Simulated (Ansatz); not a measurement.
Abridged output of a molecular run in Ansatz:

```
Functional definition: HF
1871 factors; integrals over basis functions are off by at most 9.8e-4 eV
mean field evaluation 1: about -5784.0439 eV, gradient 4.5e1 eV
mean field evaluation 2: about -5784.3167 eV, gradient 4.5e1 eV
mean field evaluation 4: about -5789.6519 eV, gradient 5.4e0 eV
mean field evaluation 8: about -5789.7291 eV, gradient 1.6e-1 eV
mean field evaluation 16: about -5789.4841 eV, gradient 1.8e0 eV
mean field -5789.72919344 eV, -212.7686234396 hartree, gradient 3.7e-6 eV, S^2 0.000000; 0 other end points of the search recorded, 0 dependent functions left out
5 core orbitals not correlated: weight in the atoms' cores, before any rotation towards them, 1.000 or more for the frozen orbitals, at most 0.000 for the correlated occupied ones
reference -5789.72919344 eV, -212.7686234396 hartree; 16, 16 occupied and 302, 302 virtual orbitals, 1871 factors
second order -25.06439715 eV of doubles, -0.00000000 eV of singles
cycle   1  -25.93000302 eV  change   -8.7e-1 eV  update   9.2e-2
cycle   2  -26.56354678 eV  change   -6.3e-1 eV  update   2.6e-2
cycle   3  -26.64594396 eV  change   -8.2e-2 eV  update   9.2e-3
cycle   4  -26.64456956 eV  change    1.4e-3 eV  update   2.0e-3
cycle   5  -26.64586673 eV  change   -1.3e-3 eV  update   5.9e-4
cycle   6  -26.64604103 eV  change   -1.7e-4 eV  update   1.5e-4
cycle   7  -26.64603119 eV  change    9.8e-6 eV  update   3.6e-5
perturbative correction -0.99978185 eV, -0.0367413054 hartree
Total energy: -5817.37500649 eV, -213.7845883301 hartree
```

Its atoms:

```xyz
17

C     1.316    0.192   -0.671
N     0.000    0.000    0.000
C    -0.306   -1.455    0.086
C    -1.063    0.685   -0.786
C     0.054    0.578    1.372
H     2.085   -0.314   -0.091
H     1.266   -0.231   -1.673
H     1.531    1.258   -0.728
H    -1.269   -1.585    0.576
H     0.475   -1.947    0.664
H    -0.341   -1.869   -0.920
H    -2.020    0.541   -0.287
H    -1.096    0.255   -1.786
H    -0.830    1.747   -0.845
H    -0.911    0.431    1.855
H     0.276    1.641    1.299
H     0.834    0.072    1.938
```

Task: Which basis set was used?
A. def2-TZVPP
B. def2-QZVPP
C. def2-SVP
D. def2-SVPD

Result: A. It gives 323 functions.

Task: Write the keys of the input that set method, charge and spin (a neutral closed shell needs none for the last two).

Result: 
```yaml
total_charge: 1
correlation: {method: ccsd_t}
```
